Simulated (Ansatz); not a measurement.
System: C$_{2}$F$_{3}$N (charge 0, singlet). 
Coordinates optimised at B3LYP-D3(BJ)/def2-TZVP (Ansatz, an electronic-structure program):
```
C
F 1 1.3355
F 1 1.3355 2 108.66
F 1 1.3355 2 108.66 3 -118.06
C 1 1.4814 2 110.27 4 -120.97
N 5 1.1466 4 147.20 1 -180.00
```
Charge 0, spin multiplicity 1.

CCSD(T) with Ansatz in growing basis sets, 34 correlated electrons. Cores are frozen in the correlated levels unless marked. Open shells are spin-unrestricted. Spin-orbit coupling is left out. Non-relativistic. Costs are ratios of core time to the smallest set, on shared machines of one kind, and rough; they hold the program's checks for lower states.

| basis | functions | cost over smallest | E(corr) (Eh) | electronic atomisation energy (kcal/mol) |
|---|---|---|---|---|
| cc-pVDZ | 84 | 1× | -0.9986 | 576.2 |
| cc-pVTZ | 180 | 9× | ? | ? |

What does the step to cc-pVTZ buy, and how does its cost grow by formal scaling?

Formally CCSD grows as o²v⁴ and (T) as o³v⁴; with o = 17 and v going from 61 to 157 both grow 44-fold in the last step, while integrals and the mean field grow more slowly. That step adds 284.2 mEh of correlation energy and 41.6 kcal/mol to the atomisation energy. Row: E(corr) (Eh) -1.2829, electronic atomisation energy (kcal/mol) 617.8.
